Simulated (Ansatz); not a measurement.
**Relative stability**

Two relaxed structures of AlBSiH5 (charge +1), singlet (PBE0-D4/def2-TZVP; forces vanish, vibrations not checked).

A:

```tsv
atom	x (Å)	y (Å)	z (Å)
B1	-1.4165	1.1537	-0.8205
Al2	1.0470	-1.6643	0.9903
Si3	0.3179	0.4766	-0.1641
H4	-1.7537	0.9122	-1.9390
H5	-2.1125	1.7874	-0.0877
H6	1.3657	1.5023	-0.4462
H7	0.9567	-1.5180	2.5476
H8	1.4608	-2.7526	-0.0581
```

B:

| atom | x (Å) | y (Å) | z (Å) |
| --- | --- | --- | --- |
| B1 | -1.5176 | 1.1151 | -0.8221 |
| Al2 | 0.5072 | 0.7903 | -0.2758 |
| Si3 | 0.9739 | -1.4175 | 0.8595 |
| H4 | -1.9059 | 0.7663 | -1.8936 |
| H5 | -2.2643 | 1.6350 | -0.0523 |
| H6 | 1.9289 | 1.4732 | -0.3219 |
| H7 | 0.9337 | -1.6741 | 2.3232 |
| H8 | 1.3441 | -2.6883 | 0.1829 |

Computed with Ansatz 0.2.0 (basis: def2-TZVPP); correlated methods freeze the cores. B3LYP uses VWN-RPA correlation.

Q: Which structure is lower at CCSD(T), and by how much? (An estimate is asked for; the value comes from the calculation.)

A: By the calculation: A, by 30.5 kJ/mol (electronic energy, against the other). By their contacts, A is AlBSiH₅ ([BH2][SiH][AlH2]), total charge +1 and B is AlBSiH₅ ([BH2][AlH][SiH2]), total charge +1.

All methods give the same order:

```json
{"method": "PBE-D4", "E(B) − E(A) (kJ/mol)": "34.7"}
{"method": "r2SCAN-D4", "E(B) − E(A) (kJ/mol)": "36.9"}
{"method": "PBE0-D4", "E(B) − E(A) (kJ/mol)": "34.3"}
{"method": "B3LYP-D4", "E(B) − E(A) (kJ/mol)": "33.9"}
{"method": "wB97M-V", "E(B) − E(A) (kJ/mol)": "33.4"}
{"method": "HF", "E(B) − E(A) (kJ/mol)": "29.8"}
{"method": "MP2", "E(B) − E(A) (kJ/mol)": "32.1"}
{"method": "CCSD", "E(B) − E(A) (kJ/mol)": "30.0"}
{"method": "CCSD(T)", "E(B) − E(A) (kJ/mol)": "30.5"}
```

No T1 diagnostic of these runs exceeds 0.016.

Labels in which every atom is bracketed show which atoms are joined, not bond orders.

For scale, one of the runs: CCSD(T)/def2-TZVPP, 185 basis functions, launched by `ansatz run in.yaml --threads 2 --pin off --events-out ev --progress --plain --max-ram 4352MiB`. The run took 26 s on 2 CPU threads of an Arm Neoverse V1 (shared host), with 1.6 GiB of host memory at its peak.
